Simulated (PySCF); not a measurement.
Compound: C4H7F.
Atom-mapped SMILES: `[CH2:1]=[CH:2][C@H:3]([CH3:4])[F:5]` (hydrogens: H6, H7 on C1; H8 on C2; H9 on C3; H10, H11, H12 on C4)

Structure used (PBE0-D3(BJ)/def2-TZVP), in Å, numbered top down from 1:
```xyz
12
C4H7F angstrom
C      1.811    0.794   -0.155
C      0.889   -0.123   -0.399
C     -0.249   -0.453    0.508
C     -1.597   -0.224   -0.137
F     -0.178    0.310    1.665
H      2.606    0.990   -0.864
H      1.797    1.373    0.760
H      0.916   -0.702   -1.319
H     -0.162   -1.501    0.825
H     -1.695   -0.832   -1.039
H     -2.398   -0.494    0.554
H     -1.704    0.826   -0.413
```

All values: wB97X-D/pcSseg-2 (PySCF, non-relativistic), on one gas-phase PBE0-D3(BJ)/def2-TZVP geometry that isn't relaxed in the solvent. The solvent is an IEF-PCM continuum (van der Waals radii × 1.2). The model holds no explicit solvent molecules, cavitation or dispersion.

Gas phase at wB97X-D/pcSseg-2: HOMO -9.55 eV, LUMO 1.86 eV, dipole 1.85 D.

Problem. What does the continuum do to the energy, the frontier levels and the dipole at wB97X-D/pcSseg-2 in chloroform?

Solution. 
```tsv
solvent	ε	E(solvent) − E(gas) (kcal/mol)	polarisation term (kcal/mol)	distortion of the solute (kcal/mol)	HOMO (eV)	LUMO (eV)	dipole (D)
chloroform	4.711	-2.42	-2.69	0.27	-9.51	1.93	2.27
```

The first energy column is the sum of the next two and covers electrostatics alone.

Problem. Which radius a makes the point-dipole formula ΔE = −[(ε − 1)/(2ε + 1)]·μ²/a³ give the value in chloroform, with the gas-phase dipole?

Solution. μ = 0.726 au and |ΔE| = 0.00386 Eh give a = 1.93 Å; the farthest nucleus lies 2.92 Å from the centroid of the nuclei, so such a sphere wouldn't even hold the nuclei. The formula assumes a rigid point dipole at the centre of a sphere.

Problem. Give the dipole vector in the frame of the coordinates (D, pointing from negative to positive charge), gas and chloroform.

Solution. Gas (-0.35, -0.98, -1.53), solvent (-0.47, -1.26, -1.83). Its length changes by +23 % and its direction by 2°.

The pairwise dispersion term of wB97X-D wasn't added to the energies; at a given geometry it leaves orbitals and properties as they are.
